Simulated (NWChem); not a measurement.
**SiH3SO (SMILES O[SiH2][S]) at UB3LYP/6-311++G(2d,2p)**

Aim: the vertical ionisation energy of SiH3SO at UB3LYP/6-311++G(2d,2p), from 2 runs. 

The calculation is run with NWChem 7.3.0.

### 1 The molecule

SiH3SO: 6 atoms, total charge 0, spin state doublet. As SMILES, `O[SiH2][S]`. The coordinates come from a PBE0-D4/def2-TZVP relaxation. This is one conformer, not always the lowest.

Bond lengths: O1–Si2 1.639 Å, Si2–S3 2.114 Å, O1–H4 0.959 Å, Si2–H5 1.491 Å, Si2–H6 1.479 Å. Angles: O1–Si2–S3 115.7°, O1–Si2–H5 112.5°, O1–Si2–H6 104.9°, S3–Si2–H5 101.6°, S3–Si2–H6 110.7°, Si2–O1–H4 117.8°, H5–Si2–H6 111.7°.

### 2 The energy at UB3LYP/6-311++G(2d,2p)

The input, mymol.nw:

```
start mymol
memory total 2200 mb
charge 0

geometry units atomic noautosym nocenter noautoz
  O     -0.95657936    -2.36744889     0.13530439
  Si     0.50512379     0.35640235     0.33561536
  S     -1.63140056     3.55098436    -0.75607942
  H     -1.83360126    -2.74482720    -1.40444446
  H      2.70986726     0.52609975    -1.40992466
  H      1.28614760     0.55784715     3.01203447
end

basis spherical bse
  * library "6-311++G(2d,2p)"
end

dft
  xc b3lyp
  mult 2
  grid fine
  convergence energy 1e-08
  maxiter 100
  mulliken
  noprint "final vectors analysis"
end

task dft energy
```

Command:

```bash
nwchem mymol.nw > mymol.out
```

What it wrote:

```text
[...]
          Wavefunction type:  spin polarized.
          No. of atoms     :     6
          No. of electrons :    41
[...]
          Charge           :     0
          Spin multiplicity:     2
[...]
          AO basis - number of functions:   127
[...]
              XC Information
              --------------
                         B3LYP Method XC Potential
                     Hartree-Fock (Exact) Exchange  0.200
                        Slater Exchange Functional  0.800 local
                    Becke 1988 Exchange Functional  0.720 non-local
              Lee-Yang-Parr Correlation Functional  0.810
                  VWN I RPA Correlation Functional  0.190 local
[...]
 d= 0,ls=0.0,diis     1   -764.7495843711 -9.08D+02  3.89D-03  3.67D-01     4.2
[...]
 d= 0,ls=0.0,diis    16   -764.8308088844 -4.97D-10  7.70D-08  2.17D-11    57.1
[...]
         Total DFT energy =     -764.830808884414
      One electron energy =    -1342.312790046131
           Coulomb energy =      490.487557555735
    Exchange-Corr. energy =      -56.421680397610
 Nuclear repulsion energy =      143.416104003592
[...]
      Total Density - Mulliken Population Analysis
     ---------------------------------------------
    Atom       Charge   Shell Charges
 -----------   ------   -------------------------------------------------------
    1 O    8     8.67   1.08  0.91  0.99  0.98  2.09  0.93  1.67 -0.07  0.07  0.00  0.02
    2 Si  14    13.20   0.79  1.18  0.95  1.04  0.82  0.17  1.98  3.89  0.67  0.98  0.18  0.16  0.06  0.07  0.28
    3 S   16    16.15   0.77  1.19  0.93  1.06  1.14  0.91  1.86  4.02  1.02  2.53  0.92 -0.11 -0.12  0.00  0.04
    4 H    1     0.73   0.27  0.32  0.08 -0.00  0.02  0.05
    5 H    1     1.12   0.25  0.58  0.29 -0.03  0.00  0.02
    6 H    1     1.12   0.25  0.59  0.28 -0.03  0.00  0.02
[...]
      <S2> =      0.7536 (Exact =     0.7500)
[...]
```

It took 58 s on 1 thread of Intel Xeon Platinum 8488C (Sapphire Rapids), shared host; peak memory 0.12 GiB.

### 3 The singlet cation

The input, h3ossi.nw:

```
start h3ossi
title "H3OSSi"
memory total 2200 mb
charge 1

geometry noautosym nocenter noautoz
   O     -0.506200    -1.252800     0.071600
   Si     0.267300     0.188600     0.177600
   S     -0.863300     1.879100    -0.400100
   H     -0.970300    -1.452500    -0.743200
   H      1.434000     0.278400    -0.746100
   H      0.680600     0.295200     1.593900
end

basis spherical bse
   O library "6-311++G(2d,2p)"
   Si library "6-311++G(2d,2p)"
   S library "6-311++G(2d,2p)"
   H library "6-311++G(2d,2p)"
end

dft
   xc b3lyp
   grid fine
   convergence energy 1e-08
   maxiter 100
   mulliken
   noprint "final vectors analysis"
end

task dft energy
```

Command:

```bash
nwchem h3ossi.nw > h3ossi.out
```

What it wrote:

```text
[...]
          Wavefunction type:  closed shell.
          No. of atoms     :     6
          No. of electrons :    40
[...]
          Charge           :     1
          Spin multiplicity:     1
[...]
          AO basis - number of functions:   127
[...]
              XC Information
              --------------
                         B3LYP Method XC Potential
                     Hartree-Fock (Exact) Exchange  0.200
                        Slater Exchange Functional  0.800 local
                    Becke 1988 Exchange Functional  0.720 non-local
              Lee-Yang-Parr Correlation Functional  0.810
                  VWN I RPA Correlation Functional  0.190 local
[...]
 d= 0,ls=0.0,diis     1   -764.2231145968 -9.08D+02  1.82D-02  3.57D+00     3.2
[...]
 d= 0,ls=0.0,diis    17   -764.4293674701 -3.40D-09  9.81D-07  2.18D-10    43.4
         Total DFT energy =     -764.429367470068
      One electron energy =    -1331.982992101611
           Coulomb energy =      480.202854557523
    Exchange-Corr. energy =      -56.065344169811
 Nuclear repulsion energy =      143.416114243832
[...]
      Total Density - Mulliken Population Analysis
     ---------------------------------------------
    Atom       Charge   Shell Charges
 -----------   ------   -------------------------------------------------------
    1 O    8     8.56   1.08  0.91  0.98  0.99  2.08  0.93  1.61 -0.07  0.02  0.00  0.02
    2 Si  14    13.24   0.79  1.18  0.95  1.04  0.84  0.17  1.98  3.89  0.67  1.02  0.17  0.16  0.05  0.07  0.27
    3 S   16    15.62   0.77  1.19  0.93  1.05  1.21  0.86  1.86  4.02  0.98  2.32  0.62 -0.14 -0.11  0.00  0.05
    4 H    1     0.70   0.26  0.31  0.07 -0.01  0.02  0.05
    5 H    1     0.93   0.23  0.52  0.19 -0.03  0.00  0.02
    6 H    1     0.96   0.23  0.55  0.18 -0.03  0.00  0.02
[...]
```

Wall time 44 s (1 thread of Intel Xeon Platinum 8488C (Sapphire Rapids), shared host); peak memory 0.12 GiB.

### 4 What came out

At UB3LYP/6-311++G(2d,2p):

| quantity | value |
| --- | --- |
| doublet SiH3SO: total energy | -764.83081 Eh |
| doublet SiH3SO: dipole moment | 1.05 D |
| doublet SiH3SO: ⟨S²⟩ | 0.754 |
| singlet cation: total energy | -764.42937 Eh |
| vertical ionisation energy (to the singlet cation) | 10.924 eV |

In words: Removing an electron at fixed nuclei costs 10.92 eV (1054 kJ/mol). Only the singlet of the ionised species was computed; a triplet could lie lower. Mulliken charges (singlet cation) run from -0.56 on O1 to +0.76 on Si2; in a basis this large or diffuse they mean little.
